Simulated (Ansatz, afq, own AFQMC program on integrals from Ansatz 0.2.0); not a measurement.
Where AFQMC and coupled cluster stand for AlGeH$_{4}$⁺, triplet

```csv
atom,x (Å),y (Å),z (Å)
Ge,0.0000,0.0000,0.7847
Al,0.0000,0.0000,-1.8784
H,-1.1260,0.0000,-0.5236
H,1.1260,0.0000,-0.5236
H,0.0000,-1.4027,-2.6096
H,0.0000,1.4027,-2.6096
```

Connectivity, by distances: Ge–AlH2, 2 bridging H.

Basis 6-31G. Only valence electrons are correlated. AFQMC by an in-house program on the Cholesky factors that Ansatz 0.2.0 writes for its CCSD(T) run. The CISD trial takes its coefficients from CCSD amplitudes. Released means that phaseless walkers are propagated on without the constraint, phases kept. Error bars are statistical, one sigma. No spin–orbit coupling.

Determinant: UHF, the one that the program's search chose, which needn't be the lowest solution. The geometry is a PBE0/def2-TZVP stationary point of this or a neighbouring charge and spin state.

No full CI on the walks' own integrals is used here. The released AFQMC energy serves as the reference, which it does only where one determinant dominates, the energy is flat over the last release times and near the phaseless one (40 meV or 2 meV an electron, half that with transition metals). On small molecules, where full CI could be run and the noise was under 10 meV, such values lay within 10 meV of it in 19 cases of 20, a flattering rate, since the rule was set on those same cases; what remains of the bias isn't in the error bar.

Cautions: no relativity below Rb; no spin-orbit coupling; inner d shell frozen; lower spins were not checked; the released value is read at 2.40 1/Eh (meV from the phaseless value at times in 1/Eh: -3.0 ± 1.8 at 0.24, -4.9 ± 1.5 at 0.51, -6.9 ± 1.3 at 0.99, -8.1 ± 1.3 at 1.62, -9.9 ± 1.5 at 2.40).

```
T1 diagnostic                               : 0.0245
weight of the determinant in the CISD state : 0.902
⟨S²⟩ of the determinant                     : 2.008
size of the correlated space                : 10 electrons in 31 orbitals
```

Reference: AFQMC with the constraint released, correlation energy -2.984 ± 0.002 eV.

```csv
level,E − E(reference) (mEh),share of correlation (%)
HF,109.66 ± 0.06,0.00
MP2,34.39 ± 0.06,68.64
CCSD,3.52 ± 0.06,96.79
CCSD(T),1.07 ± 0.06,99.03
ph-AFQMC/HF,-1.29 ± 0.70,101.18
ph-AFQMC/CISD,0.36 ± 0.09,99.67
```

A walk keeps the symmetry of its determinant, which the program's search chose and which needn't be the lowest solution, so a lower state of the same spin and another symmetry isn't excluded. Released energies are given only where the last usable release times agree within the noise; a slower fall can still hide under it.
